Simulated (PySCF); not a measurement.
# Basis-set dependence of BH at PBE0

PySCF, UKS reference; singlet, unpaired electrons none; De to B + H without counterpoise correction.

```tsv
basis	relativity	functions	Re (Å)	ωe (cm⁻¹)	De (eV)	μ (D)
cc-pVDZ	no relativity	19	1.260	2323	3.43	1.45
def2-SVPD	no relativity	28	1.249	2355	3.49	1.60
def2-TZVP	no relativity	37	1.241	2329	3.49	1.59
cc-pVTZ	no relativity	44	1.241	2325	3.49	1.54
def2-TZVPP	no relativity	45	1.241	2330	3.49	1.59
def2-TZVPPD	no relativity	54	1.240	2330	3.49	1.57
```

**Question.** How does each smaller set differ from the one with most functions, def2-TZVPPD?

**Answer.** cc-pVDZ: +2.0 pm, -0.3 % in ωe, -0.06 eV in De; def2-SVPD: +0.9 pm, +1.1 % in ωe, +0.00 eV in De; def2-TZVP: +0.1 pm, -0.0 % in ωe, +0.00 eV in De; cc-pVTZ: +0.1 pm, -0.2 % in ωe, +0.00 eV in De; def2-TZVPP: +0.1 pm, +0.0 % in ωe, +0.00 eV in De. All at PBE0; the set with most functions is neither the basis-set limit nor always the best.

A positive dipole means B(−)H(+). Measured (Huber and Herzberg, Constants of Diatomic Molecules (1979)): Re = 1.2324 Å, ωe = 2366.9 cm⁻¹.
